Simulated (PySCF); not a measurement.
Species: sulfuryl chloride fluoride, ClFO2S.
SMILES with atom numbers: `[O:1]=[S:2](=[O:3])([F:4])[Cl:5]`

The same species was optimised twice, with GFN2-xTB and with PBE0-D3(BJ)/def2-SVP (PySCF), and the same property calculations (PySCF, gas phase) were run on both structures.

```tsv
coordinate	GFN2-xTB	PBE0-D3(BJ)/def2-SVP	change
S2–F4 (Å)	1.626	1.587	-0.039
S2=O3 (Å)	1.410	1.430	+0.020
O1=S2 (Å)	1.410	1.430	+0.020
S2–Cl5 (Å)	2.019	2.032	+0.013
O1–S2–O3 (°)	122.9	124.5	+1.6
O1–S2–Cl5 (°)	109.8	108.8	-1.0
O3–S2–Cl5 (°)	109.9	109.1	-0.8
F4–S2–Cl5 (°)	97.1	96.9	-0.2
O1–S2–F4 (°)	106.9	107.1	+0.2
O3–S2–F4 (°)	106.9	107.0	+0.1
```

Rotational constants: A = 4899, B = 2844, C = 2766 MHz (GFN2-xTB) against A = 4881, B = 2807, C = 2791 MHz (PBE0-D3(BJ)/def2-SVP). Point groups within 0.08 Å: Cs and Cs.

On the GFN2-xTB structure: HOMO (eV) -10.23 [PBE0/pcSseg-1]; LUMO (eV) -2.62 [PBE0/pcSseg-1]; dipole (D) 1.43 [PBE0/pcSseg-1]; GIAO shielding of O1/O3 (mean) (ppm) 6.8 [PBE0/pcSseg-1]; GIAO shielding of S2 (ppm) 178.7 [PBE0/pcSseg-1]; GIAO shielding of F4 (ppm) 10.8 [PBE0/pcSseg-1]; GIAO shielding of Cl5 (ppm) 279.2 [PBE0/pcSseg-1].

Task: What do these properties become on the PBE0-D3(BJ)/def2-SVP structure?

Result: 
```csv
property,level,on GFN2-xTB,on PBE0-D3(BJ)/def2-SVP,change
HOMO (eV),PBE0/pcSseg-1,-10.23,-10.15,+0.08
LUMO (eV),PBE0/pcSseg-1,-2.62,-2.62,0.00
dipole (D),PBE0/pcSseg-1,1.43,1.33,-0.10
"energy, GFN2-xTB geometry as zero (kcal/mol)",PBE0/pcSseg-1,0.0,-1.3,-1.3
GIAO shielding of O1/O3 (mean) (ppm),PBE0/pcSseg-1,6.8,-8.4,-15.2
GIAO shielding of S2 (ppm),PBE0/pcSseg-1,178.7,164.4,-14.3
GIAO shielding of F4 (ppm),PBE0/pcSseg-1,10.8,35.0,+24.2
GIAO shielding of Cl5 (ppm),PBE0/pcSseg-1,279.2,259.4,-19.8
```

The heavy atoms differ by 0.023 Å rms after alignment. Among all bonds S2–F4 changes most (-0.039 Å). Changes are differences of the printed values. Neither structure is proved a minimum here.
